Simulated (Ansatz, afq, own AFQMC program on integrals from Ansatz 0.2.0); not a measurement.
**HO, doublet → HO⁺, triplet**

```tsv
atom	x (Å)	y (Å)	z (Å)
O	0.0000	0.0000	0.0000
H	0.0000	0.0000	0.9731
```

E(triplet, charge +1) − E(doublet, charge +0) at this geometry, on ROHF and UHF determinants.

Basis cc-pVDZ. Only valence electrons are correlated. Ansatz 0.2.0 and our own AFQMC program on the same integrals; the CISD trial comes from CCSD amplitudes, and released means the phaseless constraint is let go. ± is one standard error of the sampling. The errors of all members are added in quadrature.

Full CI is exact in this basis; where marked, its frozen core comes from its own orbitals, which moves totals by up to a few meV.

The best estimate is CCSD(T) at the basis-set limit (CBS: def2-TZVPP and def2-QZVPP, with their diffuse functions for anions and beside diffuse sets, CCSD(T) itself extrapolated) plus the step from CCSD(T) to full CI in cc-pVDZ. Rows without CBS are in cc-pVDZ, the functionals in def2-TZVP; B2PLYP and the wave-function rows carry a basis error of their own. Core correlation and relativity beyond core potentials are missing, and ± holds the sampling alone.

Cautions: HO (doublet): full CI with its own frozen core; HO⁺ (triplet): lower spins were not checked, full CI with its own frozen core; this needn't be the first ionization.

Best estimate: 302.2 kcal/mol.

```csv
level,vertical ionization energy (kcal/mol),error against the best estimate (kcal/mol)
HF,255.9,-46.3
MP2,285.4,-16.9
CCSD,283.2,-19.0
CCSD(T),283.5,-18.7
CCSDT,283.5,-18.7
CCSDT(Q),283.6,-18.6
CCSDTQ,283.6,-18.6
ph-AFQMC/CISD,283.6 ± 0.07,-18.6 ± 0.07
released AFQMC,283.6 ± 0.08,-18.7 ± 0.08
FCI,283.7,-18.5
CCSD(T)/CBS,302.1,-0.2
PBE,304.7,2.5
r2SCAN,301.6,-0.6
PBE0,300.6,-1.7
B3LYP,306.1,3.9
wB97M-V,300.7,-1.5
B2PLYP,300.7,-1.5
```

Correlation beyond CCSD(T) adds 0.2 kcal/mol. Going to the basis-set limit adds 18.6 kcal/mol at CCSD(T). The perturbative (T) step is worth +0.3 kcal/mol. The functionals spread over 5.6 kcal/mol; r2SCAN and B2PLYP come nearest and B3LYP is 3.9 kcal/mol too high.

Best estimates are given only where the step beyond CCSD(T) is under 0.3 eV and no member's determinant is very poor (T1 over 0.05, or 0.07 for open shells, ⟨S²⟩ too high by 0.3, two states mixed), so the hardest cases are missing from such tables.

The functionals ran in a triple-zeta set and keep a basis error of their own, a few kJ/mol for each bond in atomization energies and more for double hybrids, so close places among them and the extrapolated levels can swap.

CCSDT and higher add their correlation energy to the determinant of the CCSD(T) run, since their own runs factorise the integrals more tightly (a shift of under 2 meV). Each member of a difference takes its own highest rung, so a best estimate needn't equal the limit plus the step of one row. A walk keeps the symmetry of its determinant, which the program's search chose and which needn't be the lowest solution, so a lower state of the same spin and another symmetry isn't excluded. Released energies are given only where the last usable release times agree within the noise; a slower fall can still hide under it.
